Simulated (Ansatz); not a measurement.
# Al₂H₃F: up Jacob's ladder to CCSD(T)

How much do the methods differ for Al₂H₃F? The plan is to run it at one geometry with functionals of several rungs and with coupled cluster, and see how far each lands from CCSD(T) at the basis-set limit for the atomisation energy.

Program: Ansatz 0.2.0, Gaussian basis. Level of theory: functionals in def2-TZVPP, the program's frozen cores in correlated methods. These are calculated values, not measurements.

Plan: LDA (SPW92), PBE-D4, revPBE-D4, BLYP-D4, r2SCAN-D4, B97M-V, PBE0-D4, B3LYP-D4, r2SCANh-D4, r2SCAN0-D4, HSE06-D4, BHLYP-D4, CAM-B3LYP-D4, LC-ωPBE, ωB97X-V, ωB97M-V, B2PLYP, PBE-QIDH; CCSD(T)/def2-SVP; CCSD(T)/def2-TZVPP; CCSD(T)/def2-QZVPP; extrapolation to the limit; RPA on PBE.

## Step 1: The geometry

An earlier PBE0-D4 in a triple-zeta def2 set relaxation fixed the geometry.

SMILES `[F][AlH][AlH2]`, 6 atoms, charge 0, spin multiplicity 1.

Atoms are counted from 1 here; the program's logs count them from 0.

Bond lengths: F1–Al2 1.658 Å, Al2–Al3 2.606 Å, Al2–H4 1.590 Å, Al3–H5 1.593 Å, Al3–H6 1.590 Å. Angles: F1–Al2–Al3 116.8°, F1–Al2–H4 114.3°, Al3–Al2–H4 129.0°, Al2–Al3–H5 120.6°, Al2–Al3–H6 121.8°, H5–Al3–H6 117.6°.

## Step 2: LDA

This LDA is Slater exchange with PW92 correlation.

Contents of in.yaml:

```yaml
crystal:
  periodic: [false, false, false]
  atoms:
    - {symbol: F, position_ang: [-0.871395, -2.045008, 1.135744]}
    - {symbol: Al, position_ang: [-0.489098, -1.178506, -0.225450]}
    - {symbol: Al, position_ang: [0.520798, 1.195875, 0.140351]}
    - {symbol: H, position_ang: [-0.801087, -1.933157, -1.589415]}
    - {symbol: H, position_ang: [0.917000, 2.108795, -1.103422]}
    - {symbol: H, position_ang: [0.765883, 1.788100, 1.595991]}
basis:
  gaussian: {orbitals: def2-TZVPP}
hamiltonian: {xc: lda}
output: {orbitals: {seedname: orbitals}}
```

Started as:

```
ansatz run in.yaml --threads 2 --pin off --events-out ev --progress --plain --max-ram 4352MiB
```

After this run come: PBE-D4 (GGA); revPBE-D4 (GGA); BLYP-D4 (GGA); r2SCAN-D4 (meta-GGA); B97M-V (meta-GGA); PBE0-D4 (hybrid); B3LYP-D4 (hybrid); r2SCANh-D4 (hybrid); r2SCAN0-D4 (hybrid); HSE06-D4 (hybrid); BHLYP-D4 (hybrid); CAM-B3LYP-D4 (range-separated); LC-ωPBE (range-separated); ωB97X-V (range-separated); ωB97M-V (range-separated); B2PLYP (double hybrid); PBE-QIDH (double hybrid); CCSD(T) in def2-SVP; CCSD(T) in def2-TZVPP; CCSD(T) in def2-QZVPP; RPA on PBE orbitals.

Q: Predict the results of all the runs planned. Wanted: atomisation energy, CCSD(T)/CBS; farthest beyond LDA; mean size of error, GGA; mean size of error, meta-GGA; mean size of error, hybrid; mean size of error, range-separated; mean size of error, double hybrid; gap, smallest and largest; T1 diagnostic.

**Answer**, as computed:

```
                               quantity                                     value
        atomisation energy, CCSD(T)/CBS                                 16.877 eV
    functionals within 0.084 eV (0.5 %)                                   ωB97X-V
                    farthest beyond LDA                     revPBE-D4 (-0.730 eV)
                mean size of error, GGA                                  0.522 eV
           mean size of error, meta-GGA                                  0.201 eV
             mean size of error, hybrid                                  0.455 eV
    mean size of error, range-separated                                  0.150 eV
      mean size of error, double hybrid                                  0.433 eV
              gap, smallest and largest  2.40 eV (LDA (SPW92)), 8.83 eV (LC-ωPBE)
                          T1 diagnostic                                    0.0126
triples share of the correlation energy                                     2.5 %
```

LDA overbinds by 1.458 eV (9 %). PBE-D4 is off by -0.424 eV. Double hybrids carry the basis error of their MP2 part in triple zeta, and no dispersion term here, so their miss is partly the set-up's. Taken by rung, range-separated functionals do best (0.150 eV on average) and GGA ones worst beyond LDA (0.522 eV). The gap between the best rungs is small, so their order is not settled. The reference freezes the cores and leaves out relativity and excitations past (T), so misses under about 0.084 eV can't be ranked. Hartree-Fock recovers 76 % of the binding; the rest is correlation. CCSD(T) in def2-SVP is off by -1.185 eV, so the small basis spoils what the method gains. The gap grows from 2.4 to 8.8 eV across the functionals, mostly with the share of exact exchange.
